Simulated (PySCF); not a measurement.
CH6Si, SMILES C[SiH3]. Atoms are numbered in the order given.

```xyz
8

Si     0.0000     0.0000    -0.6316
C      0.0000     0.0000     1.2390
H      1.2055     0.6960    -1.1575
H     -1.2055     0.6960    -1.1575
H      0.0000    -1.3920    -1.1575
H      0.8842    -0.5105     1.6267
H     -0.8842    -0.5105     1.6267
H      0.0000     1.0210     1.6267
```

Coordinates come from a PBE0-D3(BJ)/def2-TZVP optimisation. The isomer is the one that the SMILES or the coordinates give; other isomers of the formula were not compared.

All values below come from TDA-ωB97X/def2-SVPD (PySCF).

Vertical excitations; the highest root listed may be one member of a degenerate set. The molecule is in vacuum. State labels are in the subgroup Cs.

Question: Estimate the UV-visible absorptions. (An estimate is asked for; the answer gives what the named calculation found.)

Answer: 
```csv
state,symmetry,energy (eV),λ (nm),f,main pairs
S1,A",8.95,139,0.023,"HOMO−2→LUMO, HOMO−2→LUMO+1 (degenerate set)"
S2,A',8.95,139,0.023,"HOMO−1→LUMO, HOMO−1→LUMO+1 (degenerate set)"
S3,A',9.03,137,0.124,HOMO→LUMO 91 %
S4,A",9.38,132,0.000,"HOMO−2→LUMO+3 48 %, HOMO−1→LUMO+2 48 %"
S5,A",9.56,130,0.164,"HOMO−2→LUMO+1, HOMO−2→LUMO (degenerate set)"
S6,A',9.56,130,0.164,"HOMO−1→LUMO+1, HOMO−1→LUMO (degenerate set)"
S7,A",9.68,128,0.023,HOMO→LUMO+2 (degenerate set)
S8,A',9.68,128,0.023,HOMO→LUMO+3 (degenerate set)
S9,A',10.00,124,0.267,HOMO→LUMO+1 70 %
S10,A',10.31,120,0.234,"HOMO−2→LUMO+2 39 %, HOMO−1→LUMO+3 39 %, HOMO→LUMO+1 15 %"
T1,A',8.46,147,0,"HOMO→LUMO 77 %, HOMO→LUMO+1 15 %"
T2,A',8.61,144,0,"HOMO−1→LUMO, HOMO−1→LUMO+4, HOMO−1→LUMO+1 (degenerate set)"
T3,A",8.61,144,0,"HOMO−2→LUMO, HOMO−2→LUMO+4, HOMO−2→LUMO+1 (degenerate set)"
T4,A",9.04,137,0,"HOMO−2→LUMO+3 47 %, HOMO−1→LUMO+2 45 %"
```
Triplets are in the Tamm–Dancoff approximation.
